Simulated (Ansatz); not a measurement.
# H₄OSSi: an energy map over bond length S2–Si3 and bond length Si3–H5

How does the energy of H4OSSi, SMILES OS[SiH3] change over two coordinates at once? A grid of runs gives the map.

The runs use Ansatz 0.2.0; RKS r2SCAN-D4/def2-TZVP.

### 1 Starting geometry

SMILES `OS[SiH3]`, 7 atoms, charge 0, spin multiplicity 1.

Atoms are counted from 1 here; the program's logs count them from 0.

Bond lengths: O1–S2 1.727 Å, O1–H4 0.980 Å, S2–Si3 2.163 Å, Si3–H5 1.502 Å, Si3–H6 1.505 Å, Si3–H7 1.506 Å. Angles: S2–O1–H4 104.7°, O1–S2–Si3 96.7°, S2–Si3–H5 111.1°, S2–Si3–H6 110.9°, S2–Si3–H7 105.3°, H5–Si3–H6 109.0°, H5–Si3–H7 110.3°, H6–Si3–H7 110.2°.

Geometry (Å):

```
atom    x (Å)    y (Å)    z (Å)
  O1  -1.5544  -1.1747  -0.3644
  S2  -0.0317  -1.4067   0.4155
 Si3   0.7830   0.5455  -0.0353
  H4  -2.1658  -0.9145   0.3558
  H5   0.8379   0.7793  -1.5184
  H6  -0.0418   1.6309   0.6024
  H7   2.1728   0.5401   0.5445
```

This geometry comes from a loose relaxation at PBE in a small basis, which is not shown.

### 2 Geometry optimisation

File input.yaml:

```yaml
crystal:
  periodic: [false, false, false]
  atoms:
    - { symbol: O, position_ang: [-1.55444, -1.174723, -0.364409] }
    - { symbol: S, position_ang: [-0.031699, -1.406708, 0.415492] }
    - { symbol: Si, position_ang: [0.78298, 0.545539, -0.035339] }
    - { symbol: H, position_ang: [-2.165795, -0.914461, 0.355835] }
    - { symbol: H, position_ang: [0.837932, 0.77934, -1.518444] }
    - { symbol: H, position_ang: [-0.041822, 1.630898, 0.602389] }
    - { symbol: H, position_ang: [2.172845, 0.540105, 0.544478] }
basis:
  gaussian: { orbitals: def2-TZVP }
hamiltonian:
  xc: r2scan
  dispersion: d4
output:
  forces: true
relax:
  f_tol: 0.003
  max_steps: 120
```

On the command line:

```console
> ansatz run input.yaml --threads 1 --pin off --max-ram 2560MiB --backend cpu --events-out ev --progress --plain --runs-dir out
```

The program printed (excerpt; [...] marks lines left out):

```text
Warning: RAYON_NUM_THREADS=1 ignored (pool sized by the plan → 1); use --threads N
[...]
Functional definition: r2SCAN
[...]
840 factors; their error is unknown
[...]
mean field -20823.78131772 eV, -765.2598485603 hartree, gradient 1.8e-5 eV, S^2 0.000000; 0 other end points of the search recorded, 0 dependent functions left out
[...]
reference -20823.78132877 eV, -765.2598489664 hartree; 21, 21 occupied and 108, 108 virtual orbitals, 840 factors
relax step   1: F+E_penalty+E_count = -20823.81073146 eV  Δ(F+E_penalty+E_count) = +0.000e0 eV  max|allowed force component| = 7.329e-1 eV/Å  Δτ_max = 0.0000 Å  (28 SCF iters, accepted)
[...]
relax step   7: F+E_penalty+E_count = -20823.84082467 eV  Δ(F+E_penalty+E_count) = -1.664e-4 eV  max|allowed force component| = 3.527e-3 eV/Å  Δτ_max = 0.0070 Å  (32 SCF iters, accepted)
[...]
relax step   8: F+E_penalty+E_count = -20823.84082667 eV  Δ(F+E_penalty+E_count) = -2.005e-6 eV  max|allowed force component| = 1.604e-3 eV/Å  Δτ_max = 0.0030 Å  (33 SCF iters, accepted)
840 factors; their error is unknown
mean field -20823.81140776 eV, -765.2609543488 hartree, gradient 6.3e-5 eV, S^2 0.000000; 1 other end points of the search recorded, 0 dependent functions left out
[...]
reference -20823.81141877 eV, -765.2609547534 hartree; 21, 21 occupied and 108, 108 virtual orbitals, 840 factors
Total energy: -20823.84083768 eV, -765.2620358786 hartree
Atom 0 at    -1.550759    -1.199011    -0.341410 Å, force     0.000104     0.000690     0.000485 eV/Å
Atom 1 at    -0.035848    -1.377227     0.394908 Å, force    -0.000743    -0.001604    -0.000566 eV/Å
Atom 2 at     0.780231     0.553798    -0.042750 Å, force     0.000540     0.000976    -0.000166 eV/Å
Atom 3 at    -2.154807    -0.914595     0.358188 Å, force     0.000261    -0.000520     0.000084 eV/Å
Atom 4 at     0.848876     0.793522    -1.504586 Å, force     0.000059    -0.000396     0.000012 eV/Å
Atom 5 at    -0.029832     1.628019     0.587403 Å, force    -0.000073     0.000714    -0.000109 eV/Å
Atom 6 at     2.142140     0.515484     0.548249 Å, force    -0.000147     0.000140     0.000260 eV/Å
Dipole moment:    -0.098402     0.248687     0.200060 e Å
```

It took 51 s on 1 thread of Arm Neoverse V1, shared host; peak memory 0.21 GiB.

Along the way: (the energy doesn't fall at every step)

| step | energy from step 1 (eV) | largest force component (eV/Å) |
| --- | --- | --- |
| 1 | 0.0000 | 0.7329 |
| 2 | -0.0218 | 0.4167 |
| 3 | -0.0275 | 0.1907 |
| 4 | -0.0177 | 0.4561 |
| 5 | -0.0299 | 0.0429 |
| 6 | -0.0295 | 0.0840 |
| 7 | -0.0301 | 0.0035 |
| 8 | -0.0301 | 0.0016 |

Close pairs (by a distance rule), those that changed most:

```csv
bond,before (Å),after (Å),change (Å)
O1–S2,1.727,1.694,-0.033
S2–Si3,2.163,2.142,-0.021
Si3–H7,1.506,1.485,-0.021
Si3–H5,1.502,1.483,-0.019
Si3–H6,1.505,1.486,-0.019
O1–H4,0.980,0.967,-0.013
```

### 3 Plan of the scan

The axes are (1) bond length S2–Si3: 11 values from 1.885 to 2.677 Å; (2) bond length Si3–H5: 11 values from 1.305 to 1.854 Å.

Nothing else is relaxed (all other coordinates rigid). Energies count from the relaxed molecule at the same level.

Below, 3 of the grid's runs; all are launched alike.

### 4 Grid point bond length S2–Si3 = 2.519 Å, bond length Si3–H5 = 1.360 Å

File input.yaml:

```yaml
crystal:
  periodic: [false, false, false]
  atoms:
    - { symbol: O, position_ang: [-1.550759, -1.199011, -0.34141] }
    - { symbol: S, position_ang: [-0.035848, -1.377227, 0.394908] }
    - { symbol: Si, position_ang: [0.92405, 0.894106, -0.119879] }
    - { symbol: H, position_ang: [-2.154807, -0.914595, 0.358188] }
    - { symbol: H, position_ang: [0.987004, 1.113954, -1.460514] }
    - { symbol: H, position_ang: [0.113986, 1.968326, 0.510274] }
    - { symbol: H, position_ang: [2.285958, 0.855791, 0.47112] }
basis:
  gaussian: { orbitals: def2-TZVP }
hamiltonian:
  xc: r2scan
  dispersion: d4
output:
  forces: true
```

On the command line:

```console
> ansatz run input.yaml --threads 1 --pin off --max-ram 2560MiB --backend cpu --events-out ev --progress --plain --runs-dir out
```

The program printed (excerpt; [...] marks lines left out):

```text
Warning: RAYON_NUM_THREADS=1 ignored (pool sized by the plan → 1); use --threads N
[...]
[... 1 set-up line as earlier in the session ...]
[...]
840 factors; their error is unknown
[...]
mean field -20823.03832420 eV, -765.2325440522 hartree, gradient 1.8e-5 eV, S^2 0.000000; 0 other end points of the search recorded, 0 dependent functions left out
[...]
reference -20823.03833557 eV, -765.2325444699 hartree; 21, 21 occupied and 108, 108 virtual orbitals, 840 factors
Total energy: -20823.06702491 eV, -765.2335987835 hartree
Atom 0 at    -1.550759    -1.199011    -0.341410 Å, force     0.176786    -0.109677     0.139227 eV/Å
Atom 1 at    -0.035848    -1.377227     0.394908 Å, force     0.627961     2.375653    -0.707698 eV/Å
Atom 2 at     0.924050     0.894106    -0.119879 Å, force    -0.747399    -2.333422     3.361732 eV/Å
Atom 3 at    -2.154807    -0.914595     0.358188 Å, force     0.028753     0.002636    -0.011810 eV/Å
Atom 4 at     0.987004     1.113954    -1.460514 Å, force     0.046091     0.259562    -2.860689 eV/Å
Atom 5 at     0.113986     1.968326     0.510274 Å, force    -0.070871    -0.162971     0.066200 eV/Å
Atom 6 at     2.285958     0.855791     0.471120 Å, force    -0.061320    -0.031780     0.013038 eV/Å
Dipole moment:    -0.044100     0.386056     0.145366 e Å
```

Wall time 6.4 s (1 thread of Arm Neoverse V1, shared host); peak memory 0.14 GiB.

On the map this point reads 17.8 kcal/mol.

### 5 The run at bond length S2–Si3 = 2.122 Å, bond length Si3–H5 = 1.470 Å

File input.yaml:

```yaml
crystal:
  periodic: [false, false, false]
  atoms:
    - { symbol: O, position_ang: [-1.550759, -1.199011, -0.34141] }
    - { symbol: S, position_ang: [-0.035848, -1.377227, 0.394908] }
    - { symbol: Si, position_ang: [0.772768, 0.536139, -0.038747] }
    - { symbol: H, position_ang: [-2.154807, -0.914595, 0.358188] }
    - { symbol: H, position_ang: [0.840813, 0.773769, -1.487817] }
    - { symbol: H, position_ang: [-0.037296, 1.610359, 0.591405] }
    - { symbol: H, position_ang: [2.134676, 0.497824, 0.552252] }
basis:
  gaussian: { orbitals: def2-TZVP }
hamiltonian:
  xc: r2scan
  dispersion: d4
output:
  forces: true
```

On the command line:

```console
> ansatz run input.yaml --threads 1 --pin off --max-ram 2560MiB --backend cpu --events-out ev --progress --plain --runs-dir out
```

The program printed (excerpt; [...] marks lines left out):

```text
Warning: RAYON_NUM_THREADS=1 ignored (pool sized by the plan → 1); use --threads N
[...]
[... 1 set-up line as earlier in the session ...]
[...]
840 factors; their error is unknown
[...]
mean field -20823.80687304 eV, -765.2607877010 hartree, gradient 4.6e-5 eV, S^2 0.000000; 0 other end points of the search recorded, 0 dependent functions left out
[...]
reference -20823.80688403 eV, -765.2607881050 hartree; 21, 21 occupied and 108, 108 virtual orbitals, 840 factors
Total energy: -20823.83634048 eV, -765.2618706095 hartree
Atom 0 at    -1.550759    -1.199011    -0.341410 Å, force    -0.008684     0.005953    -0.008474 eV/Å
Atom 1 at    -0.035848    -1.377227     0.394908 Å, force    -0.094312    -0.281894     0.075488 eV/Å
Atom 2 at     0.772768     0.536139    -0.038747 Å, force     0.078625     0.213047     0.161700 eV/Å
Atom 3 at    -2.154807    -0.914595     0.358188 Å, force    -0.001554    -0.000104     0.001572 eV/Å
Atom 4 at     0.840813     0.773769    -1.487817 Å, force     0.016649     0.048882    -0.237769 eV/Å
Atom 5 at    -0.037296     1.610359     0.591405 Å, force     0.004199     0.014236     0.002498 eV/Å
Atom 6 at     2.134676     0.497824     0.552252 Å, force     0.005077    -0.000120     0.004985 eV/Å
Dipole moment:    -0.100927     0.241965     0.198445 e Å
```

Wall time 5.9 s (1 thread of Arm Neoverse V1, shared host); peak memory 0.15 GiB.

That is 0.10 kcal/mol from the zero.

### 6 Grid point bond length S2–Si3 = 2.519 Å, bond length Si3–H5 = 1.470 Å

File input.yaml:

```yaml
crystal:
  periodic: [false, false, false]
  atoms:
    - { symbol: O, position_ang: [-1.550759, -1.199011, -0.34141] }
    - { symbol: S, position_ang: [-0.035848, -1.377227, 0.394908] }
    - { symbol: Si, position_ang: [0.92405, 0.894106, -0.119879] }
    - { symbol: H, position_ang: [-2.154807, -0.914595, 0.358188] }
    - { symbol: H, position_ang: [0.992095, 1.131736, -1.568948] }
    - { symbol: H, position_ang: [0.113986, 1.968326, 0.510274] }
    - { symbol: H, position_ang: [2.285958, 0.855791, 0.47112] }
basis:
  gaussian: { orbitals: def2-TZVP }
hamiltonian:
  xc: r2scan
  dispersion: d4
output:
  forces: true
```

On the command line:

```console
> ansatz run input.yaml --threads 1 --pin off --max-ram 2560MiB --backend cpu --events-out ev --progress --plain --runs-dir out
```

The program printed (excerpt; [...] marks lines left out):

```text
Warning: RAYON_NUM_THREADS=1 ignored (pool sized by the plan → 1); use --threads N
[...]
[... 1 set-up line as earlier in the session ...]
[...]
840 factors; their error is unknown
[...]
mean field -20823.19433857 eV, -765.2382774744 hartree, gradient 1.5e-5 eV, S^2 0.000000; 0 other end points of the search recorded, 0 dependent functions left out
[...]
reference -20823.19434994 eV, -765.2382778923 hartree; 21, 21 occupied and 108, 108 virtual orbitals, 840 factors
Total energy: -20823.22304116 eV, -765.2393322751 hartree
Atom 0 at    -1.550759    -1.199011    -0.341410 Å, force     0.190621    -0.117131     0.148437 eV/Å
Atom 1 at    -0.035848    -1.377227     0.394908 Å, force     0.613570     2.385929    -0.719137 eV/Å
Atom 2 at     0.924050     0.894106    -0.119879 Å, force    -0.639852    -1.952771     0.769829 eV/Å
Atom 3 at    -2.154807    -0.914595     0.358188 Å, force     0.027744     0.004319    -0.011623 eV/Å
Atom 4 at     0.992095     1.131736    -1.568948 Å, force    -0.063257    -0.133340    -0.212917 eV/Å
Atom 5 at     0.113986     1.968326     0.510274 Å, force    -0.068312    -0.160470     0.036420 eV/Å
Atom 6 at     2.285958     0.855791     0.471120 Å, force    -0.060513    -0.026535    -0.011009 eV/Å
Dipole moment:    -0.048056     0.378605     0.168881 e Å
```

Wall time 6.2 s (1 thread of Arm Neoverse V1, shared host); peak memory 0.15 GiB.

On the map this point reads 14.2 kcal/mol.

### 7 All points together

121 points were computed. Energies in kcal/mol, from the relaxed molecule at the same level:

```csv
"bond length Si3–H5 (Å) ↓, bond length S2–Si3 (Å) →",1.885,1.964,2.043,2.122,2.202,2.281,2.360,2.439,2.519,2.598,2.677
1.854,32.5,23.3,18.5,17.0,17.7,19.9,23.2,27.2,31.7,36.4,41.1
1.799,28.9,19.7,14.9,13.2,13.9,16.1,19.4,23.4,27.9,32.5,37.3
1.744,25.5,16.2,11.4,9.7,10.4,12.6,15.8,19.8,24.3,28.9,33.6
1.689,22.5,13.1,8.2,6.5,7.1,9.3,12.6,16.6,21.0,25.6,30.4
1.634,19.9,10.5,5.6,3.8,4.4,6.5,9.8,13.8,18.2,22.8,27.5
1.579,17.9,8.5,3.5,1.7,2.2,4.4,7.6,11.6,16.0,20.6,25.3
1.524,16.7,7.2,2.2,0.4,0.9,3.0,6.2,10.2,14.6,19.2,23.9
1.470,16.6,7.0,1.9,0.1,0.6,2.7,5.9,9.8,14.2,18.9,23.6
1.415,17.7,8.1,3.0,1.1,1.6,3.7,6.9,10.8,15.2,19.8,24.5
1.360,20.5,10.9,5.7,3.8,4.3,6.3,9.5,13.4,17.8,22.5,27.2
1.305,25.5,15.8,10.6,8.7,9.1,11.2,14.3,18.2,22.6,27.2,32.0
```

On the same grid, largest force on an atom (eV/Å):

| bond length Si3–H5 (Å) ↓, bond length S2–Si3 (Å) → | 1.885 | 1.964 | 2.043 | 2.122 | 2.202 | 2.281 | 2.360 | 2.439 | 2.519 | 2.598 | 2.677 |
| --- | --- | --- | --- | --- | --- | --- | --- | --- | --- | --- | --- |
| 1.854 | 7.7 | 5.2 | 3.7 | 3.0 | 3.1 | 3.1 | 3.1 | 3.1 | 3.1 | 3.1 | 3.1 |
| 1.799 | 7.6 | 5.1 | 3.5 | 2.9 | 2.9 | 2.9 | 2.9 | 2.9 | 2.9 | 3.0 | 3.0 |
| 1.744 | 7.5 | 5.0 | 3.4 | 2.6 | 2.7 | 2.7 | 2.7 | 2.7 | 2.7 | 2.7 | 2.7 |
| 1.689 | 7.4 | 4.8 | 3.2 | 2.3 | 2.4 | 2.4 | 2.4 | 2.4 | 2.6 | 2.7 | 2.7 |
| 1.634 | 7.2 | 4.6 | 2.9 | 1.9 | 2.0 | 2.0 | 2.1 | 2.4 | 2.6 | 2.7 | 2.7 |
| 1.579 | 6.9 | 4.2 | 2.4 | 1.4 | 1.4 | 1.5 | 2.0 | 2.4 | 2.6 | 2.7 | 2.7 |
| 1.524 | 6.7 | 3.9 | 2.0 | 0.8 | 0.8 | 1.5 | 2.0 | 2.4 | 2.6 | 2.7 | 2.7 |
| 1.470 | 6.8 | 3.9 | 1.8 | 0.3 | 0.8 | 1.5 | 2.0 | 2.4 | 2.6 | 2.7 | 2.7 |
| 1.415 | 6.8 | 3.9 | 1.8 | 1.4 | 1.8 | 2.2 | 2.6 | 2.8 | 2.9 | 3.0 | 3.0 |
| 1.360 | 6.8 | 4.0 | 2.9 | 2.9 | 3.2 | 3.6 | 3.9 | 4.1 | 4.2 | 4.2 | 4.2 |
| 1.305 | 6.9 | 4.9 | 4.8 | 4.8 | 5.0 | 5.4 | 5.6 | 5.8 | 5.9 | 5.9 | 5.9 |

### 8 Outcome

| quantity | value |
| --- | --- |
| lowest point | bond length S2–Si3 = 2.122 Å, bond length Si3–H5 = 1.470 Å, 0.10 kcal/mol |
| highest computed point | bond length S2–Si3 = 2.677 Å, bond length Si3–H5 = 1.854 Å, 41.0 kcal/mol above the lowest |
| largest force on an atom (eV/Å) | 0.3 at bond length S2–Si3 = 2.122 Å, bond length Si3–H5 = 1.470 Å to 7.7 at bond length S2–Si3 = 1.885 Å, bond length Si3–H5 = 1.854 Å; 0.3 at the lowest point |
| time for the whole task | 13 min on 1 thread, shared host |

What this shows: The lowest computed point is at bond length S2–Si3 = 2.122 Å, bond length Si3–H5 = 1.470 Å, 0.10 kcal/mol from the relaxed molecule at the same level. No other kind of well shows on this grid. The highest computed point, bond length S2–Si3 = 2.677 Å, bond length Si3–H5 = 1.854 Å, lies 41.0 kcal/mol above the lowest. Round the minimum the two coordinates are nearly uncoupled.
